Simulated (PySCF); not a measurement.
Where CCSD(T) holds and where it slips

Each species is computed at the geometry given (Å), with frozen cores, in PySCF 2.14.0: RHF-CCSD(T) for singlets, UHF-CCSD(T) otherwise, and full CI in the same basis. The script picks the determinant by trial CCSD, so it needn't be the lowest Hartree–Fock solution. States: B2H quartet Σ⁻ or Δ, [H···H···BH2] doublet A1, Al2H doublet Π. Cases whose determinant has another symmetry than full CI's state, or whose (Q) step broke down, weren't drawn.

Judging by size, spin and bonding, rank them by the size of CCSD(T)'s error in total energy against full CI in the same basis, smallest first (an estimate).
A. [H···H···BH2], doublet, 6-31G: H -2.222 0.000 0.000; H -1.332 0.000 0.000; B 0.199 0.000 0.000; H 0.708 0.000 1.077; H 0.708 0.000 -1.077
B. B2H, quartet, 6-31G: B 0.000 0.000 0.081; B 0.000 0.000 -1.439; H 0.000 0.000 1.357
C. Al2H, doublet, 6-31G: Al 0.000 0.000 0.353; Al 0.000 0.000 -2.324; H 0.000 0.000 1.972

A (11.5 meV), B (23.8 meV), C (32.2 meV).

```json
{"species": "[H···H···BH2], doublet", "basis": "6-31G", "correlated electrons": "7", "CCSD(T) − full CI (meV)": "11.5", "CCSDT(Q) − full CI (meV)": "–", "unpaired electrons (full CI)": "1.02", "T1": "0.012", "⟨S²⟩ of the determinant": "0.78"}
{"species": "B2H, quartet", "basis": "6-31G", "correlated electrons": "7", "CCSD(T) − full CI (meV)": "23.8", "CCSDT(Q) − full CI (meV)": "–", "unpaired electrons (full CI)": "3.02", "T1": "0.018", "⟨S²⟩ of the determinant": "3.76"}
{"species": "Al2H, doublet", "basis": "6-31G", "correlated electrons": "7", "CCSD(T) − full CI (meV)": "32.2", "CCSDT(Q) − full CI (meV)": "–", "unpaired electrons (full CI)": "1.12", "T1": "0.023", "⟨S²⟩ of the determinant": "0.76"}
```

Unpaired electrons are Σ n²(2−n)² over natural occupations; an open shell counts its own unpaired electrons too. Frozen cores follow each run's orbitals, which moves totals by a few meV. A dash: (Q) wasn't run for open shells.
